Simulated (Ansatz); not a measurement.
# AlPNH+ (quartet): correlated methods under varied settings

What do other methods and options give for AlPNH+ (quartet) at this geometry, and how long do they take?

Method: the settings change from run to run; program: Ansatz 0.2.0, Gaussian basis.

28 further runs of the same task are left out: 6 for a known fault of the program, 8 that didn't finish, 14 set aside as unsound or not needed. Runs told in other sessions of the task aren't counted.

### Step 1. The geometry

The geometry is a PBE0/def2-TZVP stationary point (not a proven minimum) of the parent state, kept for this charge and spin.

4 atoms, charge 1, spin multiplicity 4.

Atoms are counted from 1 here; the program's logs count them from 0.

Bond lengths: Al1–P2 2.302 Å, Al1–N3 1.754 Å, Al1–H4 1.565 Å, P2–N3 1.661 Å. Angles: P2–Al1–N3 45.9°, P2–Al1–H4 164.6°, N3–Al1–H4 149.4°, Al1–P2–N3 49.3°, Al1–N3–P2 84.7°.

### Step 2. BCCD/cc-pVDZ

in.yaml reads:

```yaml
crystal:
  periodic: [false, false, false]
  atoms:
    - {symbol: Al, position_ang: [0.000000, 0.178691, 1.200401]}
    - {symbol: P, position_ang: [0.000000, 0.289240, -1.098974]}
    - {symbol: N, position_ang: [0.000000, -1.021284, -0.078453]}
    - {symbol: H, position_ang: [0.000000, 0.520480, 2.727908]}
basis:
  gaussian: {orbitals: cc-pVDZ}
total_charge: 1
magnetization: {spin_polarized: true, initial_magnetization: 3}
hamiltonian: {xc: {name: PBE0}}
correlation: {method: bccd, electrons: outside_noble_gas}
```

Launch:

```bash
> ansatz run in.yaml --threads 1 --pin off --events-out ev --progress --plain --max-ram 2393MiB
```

The program printed, cut to the lines that bear on the results:

```text
Functional definition: PBE0
  name "PBE0"
  cite "Adamo & Barone, J. Chem. Phys. 110, 6158 (1999) doi:10.1063/1.478522"
  cite "Perdew, Burke & Ernzerhof, Phys. Rev. Lett. 77, 3865 (1996) doi:10.1103/PhysRevLett.77.3865"
  parent pbe
[...]
552 factors; integrals over basis functions are off by at most 9.7e-4 eV
[...]
mean field -17370.87552649 eV, -638.3679011962 hartree, gradient 4.7e-6 eV, S^2 3.768674; 8 other end points of the search recorded, 0 dependent functions left out
11 core orbitals not correlated: weight in the atoms' cores, before any rotation towards them, 1.000 or more for the frozen orbitals, at most 0.000 for the correlated occupied ones
reference -17341.13629776 eV, -637.2750046983 hartree; 8, 5 occupied and 36, 39 virtual orbitals, 552 factors
second order -7.84851182 eV of doubles, -0.26845120 eV of singles
cycle   1  -8.07216117 eV  change    4.4e-2 eV  update   9.6e-2
[...]
cycle  15  -8.44398457 eV  change    8.1e-6 eV  update   8.6e-6
Total energy: -17349.58028233 eV, -637.5853154078 hartree
```

Run time: 13 s. Hardware: 1 thread of Arm Neoverse V1, shared host.

From the report: ⟨S²⟩ of the determinant 3.769 (pure quartet: 3.75); correlation -8.4440 eV; largest double amplitude 0.04.

### Step 3. CCSD on UHF/cc-pVDZ

Edit in.yaml of step 2 so:

```diff
@@ -11,3 +11,2 @@
 magnetization: {spin_polarized: true, initial_magnetization: 3}
-hamiltonian: {xc: {name: PBE0}}
-correlation: {method: bccd, electrons: outside_noble_gas}
+correlation: {method: ccsd, electrons: valence}
```

Same command.

The program printed, cut to the lines that bear on the results:

```text
Functional definition: HF
  name "HF"
  cite "Fock, Z. Phys. 61, 126 (1930) doi:10.1007/BF01340294"
  parent pbe
[...]
552 factors; integrals over basis functions are off by at most 9.7e-4 eV
[...]
mean field -17341.90576656 eV, -637.3032821550 hartree, gradient 1.1e-6 eV, S^2 3.801778; 10 other end points of the search recorded, 0 dependent functions left out
determinant -17341.90576656 eV, -637.3032821550 hartree, with singles and doubles -17349.58698347 eV, -637.5855616702 hartree
determinant -17341.68183245 eV, -637.2950527284 hartree, with singles and doubles -17349.68750818 eV, -637.5892558852 hartree
determinant -17340.08222617 eV, -637.2362682818 hartree, with singles and doubles -17348.17798876 eV, -637.5337820694 hartree
determinant -17338.43483658 eV, -637.1757278312 hartree, with singles and doubles -17346.77650276 eV, -637.4822784091 hartree
determinant -17341.90576656 eV, -637.3032821550 hartree, with singles and doubles -17349.58783659 eV, -637.5855930217 hartree
determinant -17341.68183245 eV, -637.2950527284 hartree, with singles and doubles -17349.69912478 eV, -637.5896827874 hartree
11 core orbitals not correlated: weight in the atoms' cores, before any rotation towards them, 1.000 or more for the frozen orbitals, at most 0.000 for the correlated occupied ones
reference -17341.68183245 eV, -637.2950527284 hartree; 8, 5 occupied and 36, 39 virtual orbitals, 552 factors
second order -7.06184234 eV of doubles, -0.00000000 eV of singles
cycle   1  -8.01729313 eV  change   -8.0e-7 eV  update   2.9e-6
Total energy: -17349.69912558 eV, -637.5896828167 hartree
```

Run time: 11 s. Hardware: 1 thread of Arm Neoverse V1, shared host.

From the report: ⟨S²⟩ of the determinant 3.807 (pure quartet: 3.75); correlation -8.0173 eV; T1 0.039; largest double amplitude 0.04.

### Step 4. CCSD(T) on UHF/cc-pVDZ

Edit in.yaml of step 3 so:

```diff
@@ -11,2 +11,3 @@
 magnetization: {spin_polarized: true, initial_magnetization: 3}
-correlation: {method: ccsd, electrons: valence}
+correlation: {method: ccsd_t, electrons: outside_noble_gas}
+scf: {lower_state_search: light}
```

The command is unchanged.

The program printed, cut to the lines that bear on the results:

```text
Functional definition: HF
  name "HF"
  cite "Fock, Z. Phys. 61, 126 (1930) doi:10.1007/BF01340294"
  parent pbe
[...]
552 factors; integrals over basis functions are off by at most 9.7e-4 eV
[...]
mean field -17341.90576656 eV, -637.3032821550 hartree, gradient 1.1e-6 eV, S^2 3.801778; 10 other end points of the search recorded, 0 dependent functions left out
determinant -17341.90576656 eV, -637.3032821550 hartree, with singles and doubles -17349.58698347 eV, -637.5855616702 hartree
determinant -17341.68183245 eV, -637.2950527284 hartree, with singles and doubles -17349.68750818 eV, -637.5892558852 hartree
determinant -17340.08222617 eV, -637.2362682818 hartree, with singles and doubles -17348.17798876 eV, -637.5337820694 hartree
determinant -17338.43483658 eV, -637.1757278312 hartree, with singles and doubles -17346.77650276 eV, -637.4822784091 hartree
determinant -17341.90576656 eV, -637.3032821550 hartree, with singles and doubles -17349.58783659 eV, -637.5855930217 hartree
determinant -17341.68183245 eV, -637.2950527284 hartree, with singles and doubles -17349.69912478 eV, -637.5896827874 hartree
11 core orbitals not correlated: weight in the atoms' cores, before any rotation towards them, 1.000 or more for the frozen orbitals, at most 0.000 for the correlated occupied ones
reference -17341.68183245 eV, -637.2950527284 hartree; 8, 5 occupied and 36, 39 virtual orbitals, 552 factors
second order -7.06184234 eV of doubles, -0.00000000 eV of singles
cycle   1  -8.01729313 eV  change   -8.0e-7 eV  update   2.9e-6
perturbative correction -0.32016713 eV, -0.0117659251 hartree
Total energy: -17350.01929272 eV, -637.6014487419 hartree
```

Wall time 12 s (1 thread of Arm Neoverse V1, shared host).

From the report: ⟨S²⟩ of the determinant 3.807 (pure quartet: 3.75); correlation -8.3375 eV; T1 0.039; largest double amplitude 0.04.

### Step 5. CCSD on ROHF/cc-pVDZ

Edit in.yaml of step 4 so:

```diff
@@ -10,4 +10,4 @@
 total_charge: 1
-magnetization: {spin_polarized: true, initial_magnetization: 3}
-correlation: {method: ccsd_t, electrons: outside_noble_gas}
-scf: {lower_state_search: light}
+magnetization: {spin_polarized: false, initial_magnetization: 3}
+correlation: {method: ccsd, electrons: outside_noble_gas}
+output: {forces: true}
```

Same command.

The program printed, cut to the lines that bear on the results:

```text
Functional definition: HF
  name "HF"
  cite "Fock, Z. Phys. 61, 126 (1930) doi:10.1007/BF01340294"
  parent pbe
[...]
552 factors; integrals over basis functions are off by at most 9.7e-4 eV
[...]
mean field -17341.55189717 eV, -637.2902776949 hartree, gradient 2.3e-6 eV, S^2 3.750000; 11 other end points of the search recorded, 0 dependent functions left out
[...]
determinant -17341.55189717 eV, -637.2902776949 hartree, with singles and doubles -17349.57633428 eV, -637.5851703197 hartree
determinant -17341.33399086 eV, -637.2822697857 hartree, with singles and doubles -17349.66239198 eV, -637.5883328816 hartree
determinant -17338.11106828 eV, -637.1638295656 hartree, with singles and doubles -17346.77295687 eV, -637.4821481001 hartree
determinant -17338.09483496 eV, -637.1632330020 hartree, with singles and doubles -17346.09702058 eV, -637.4573078993 hartree
[...]
11 core orbitals not correlated: weight in the atoms' cores, before any rotation towards them, 1.000 or more for the frozen orbitals, at most 0.000 for the correlated occupied ones
reference -17341.33399086 eV, -637.2822697857 hartree; 8, 5 occupied and 36, 39 virtual orbitals, 552 factors
second order -7.26396662 eV of doubles, -0.17245578 eV of singles
cycle   1  -8.34806772 eV  change   -2.3e-6 eV  update   3.4e-6
[...]
cycle   3  -8.34806490 eV  change    5.8e-8 eV  update   1.2e-6
[...]
Total energy: -17349.68205576 eV, -637.5890555122 hartree
Atom 0 at     0.000000     0.178691     1.200401 Å, force    -0.000000     1.399787     3.264595 eV/Å
Atom 1 at     0.000000     0.289240    -1.098974 Å, force     0.000000     1.480229    -2.261051 eV/Å
Atom 2 at     0.000000    -1.021284    -0.078453 Å, force    -0.000000    -3.001317    -0.786687 eV/Å
Atom 3 at     0.000000     0.520480     2.727908 Å, force     0.000000     0.121300    -0.216857 eV/Å
Dipole moment:    -0.000000     0.357747     0.347584 e Å
```

It took 14 s on 1 thread of Arm Neoverse V1, shared host.

From the report: correlation -8.3481 eV; T1 0.055; largest double amplitude 0.04.

### Step 6. CCSD on UHF/cc-pVDZ

Edit in.yaml of step 5 so:

```diff
@@ -10,4 +10,3 @@
 total_charge: 1
-magnetization: {spin_polarized: false, initial_magnetization: 3}
-correlation: {method: ccsd, electrons: outside_noble_gas}
-output: {forces: true}
+magnetization: {spin_polarized: true, initial_magnetization: 3}
+correlation: {method: ccsd, electrons: outside_noble_gas, diis_vectors: 4}
```

Same command.

The program printed, cut to the lines that bear on the results:

```text
Functional definition: HF
  name "HF"
  cite "Fock, Z. Phys. 61, 126 (1930) doi:10.1007/BF01340294"
  parent pbe
[...]
552 factors; integrals over basis functions are off by at most 9.7e-4 eV
[...]
mean field -17341.90576656 eV, -637.3032821550 hartree, gradient 1.1e-6 eV, S^2 3.801778; 10 other end points of the search recorded, 0 dependent functions left out
determinant -17341.90576656 eV, -637.3032821550 hartree, with singles and doubles -17349.58698347 eV, -637.5855616702 hartree
determinant -17341.68183245 eV, -637.2950527284 hartree, with singles and doubles -17349.68750818 eV, -637.5892558852 hartree
determinant -17340.08222617 eV, -637.2362682818 hartree, with singles and doubles -17348.17798876 eV, -637.5337820694 hartree
determinant -17338.43483658 eV, -637.1757278312 hartree, with singles and doubles -17346.77650276 eV, -637.4822784091 hartree
determinant -17341.90576656 eV, -637.3032821550 hartree, with singles and doubles -17349.58783659 eV, -637.5855930217 hartree
determinant -17341.68183245 eV, -637.2950527284 hartree, with singles and doubles -17349.69912478 eV, -637.5896827874 hartree
11 core orbitals not correlated: weight in the atoms' cores, before any rotation towards them, 1.000 or more for the frozen orbitals, at most 0.000 for the correlated occupied ones
reference -17341.68183245 eV, -637.2950527284 hartree; 8, 5 occupied and 36, 39 virtual orbitals, 552 factors
second order -7.06184234 eV of doubles, -0.00000000 eV of singles
cycle   1  -8.01729313 eV  change   -8.0e-7 eV  update   2.9e-6
Total energy: -17349.69912558 eV, -637.5896828167 hartree
```

Run time: 11 s. Hardware: 1 thread of Arm Neoverse V1, shared host.

From the report: ⟨S²⟩ of the determinant 3.807 (pure quartet: 3.75); correlation -8.0173 eV; T1 0.039; largest double amplitude 0.04.

### Step 7. All runs side by side

Where basis and cores are those of an earlier UCCSDT(Q)/cc-pVDZ run (-17350.0943 eV), and the records show the same count of frozen orbitals and kind of state, the miss against it is given; a blank cell means that this couldn't be shown.

```
                          level         correlated  functions  energy (eV)  from UCCSDT(Q) (meV)  time
BCCD/cc-pVDZ (on PBE0 orbitals)  outside noble gas         55  -17349.5803                 514.0  13 s
            CCSD on UHF/cc-pVDZ            valence         55  -17349.6991                 395.2  11 s
         CCSD(T) on UHF/cc-pVDZ  outside noble gas         55  -17350.0193                  75.0  12 s
           CCSD on ROHF/cc-pVDZ  outside noble gas         55  -17349.6821                 412.3  14 s
            CCSD on UHF/cc-pVDZ  outside noble gas         55  -17349.6991                 395.2  11 s
```

### Step 8. Outcome

```
quantity                       value
    runs                           5
quickest   CCSD on UHF/cc-pVDZ, 11 s
 slowest  CCSD on ROHF/cc-pVDZ, 14 s
```

Total energies in different bases, with other cores or another treatment of relativity can't be set against each other. The times lie within a factor of two. Among the correlated runs with a miss given, it spans +75 to +514 meV. Cores frozen from Kohn-Sham orbitals shift the total energy.
